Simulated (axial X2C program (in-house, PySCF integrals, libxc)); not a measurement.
## Working with the constants of SiH⁺

A bond curve at the CCSD(T) level, with spin–orbit coupling, was computed with an axial X2C code built on PySCF integrals (basis Si dyall-v3z [8s7p2d1f], H dyall-v3z [6s2p1d] (cores contracted in-house)) for the state Ω = 0 (closed shell). Its fit gives Re = 1.5125 Å, ωe = 2145.5 cm⁻¹, ωexe = 34.1 cm⁻¹ and αe = 1.969e-01 cm⁻¹; the masses are 27.9769 and 1.0078 u. Two-component means X2C with spin–orbit coupling and atomic mean-field Coulomb and Gaunt terms.

Correlated methods: 4 electrons correlated (number of frozen shells: Si 2 s, 1 p; H none), 102 virtual spin orbitals or spinors in MP2, 64 natural virtuals in coupled cluster.

Q: Find the reduced mass, Be and the force constant.

A: From the CCSD(T) values: μ = 0.9728 u. Be = 16.8576/(μ Re²) = 7.575 cm⁻¹. k = 5.8918×10⁻⁷ μ ωe² = 2.64 mdyn/Å.

Q: Give B0, the J = 1←0 line in GHz and the most populated J at 300 K (kT = 208.5 cm⁻¹).

A: B0 = Be − αe/2 = 7.477 cm⁻¹; 2B0 = 448.3 GHz; J(max) ≈ √(kT/2B0) − 1/2 = 3.2, so J = 3.

Q: A Morse curve ties αe to the other constants (Pekeris). How well does that hold?

A: αe(Morse) = 6Be²/ωe × (√(ωexe/Be) − 1) = 1.800e-01 cm⁻¹; the CCSD(T) curve gives 1.969e-01 cm⁻¹, a ratio of 0.91.

Q: Estimate De from a Morse curve and compare with the computed well depth of 3.321 eV to Si+ + H.

A: De(Morse) = ωe²/(4ωexe) = 4.184 eV against 3.321 eV computed, a ratio of 1.26. The extrapolation overshoots: the well softens faster than a Morse curve, or the lowest atomic limit lies below the one to which the curve heads.

Q: Scale the constants to the deuteride (D 2.0141 u) within the Born–Oppenheimer picture.

A: ρ = √(μH/μD) = 0.7195; ωe = 1543.8, ωexe = 17.7, Be = 3.922 cm⁻¹; the zero-point energy falls by 297 cm⁻¹.

Occupations by symmetry block were frozen at the best pattern of an incomplete PBE0 search. Dissociation energies refer to the lowest single-determinant-based atoms at the same level and basis. CCSD and (T) use frozen natural virtuals with an MP2 correction for the truncation; (T) itself is uncorrected, so its De runs slightly low.
